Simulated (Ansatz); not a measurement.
## Ansatz (development build ahead of 0.2.0) run

```yaml
crystal:
  periodic: [false, false, false]
  atoms:
    - { symbol: Cl, position_ang: [0.0, 0.0, 0.0] }
    - { symbol: H, position_ang: [0.0, 0.0, 3.144] }
    - { symbol: O, position_ang: [0.0, 3.1849, -2.2301] }
basis:
  gaussian: { orbitals: pcseg-2 }
total_charge: 1
magnetization:
  initial_magnetization: 3
hamiltonian:
  xc: { name: wB97 }
```

The input is written out in the form of the current development build from the run's settings.

Results

| Quantity | Value |
| --- | --- |
| Converged | yes |
| Total energy | -535.26383 hartree |
| Spin squared of the determinant | 3.750 |
| Stability test | minimum among restricted orbitals |

Caution: stretched shape with no unrestricted run beside it, a lower state can exist; charge can spread falsely over distant fragments; other spin multiplicities may lie lower.
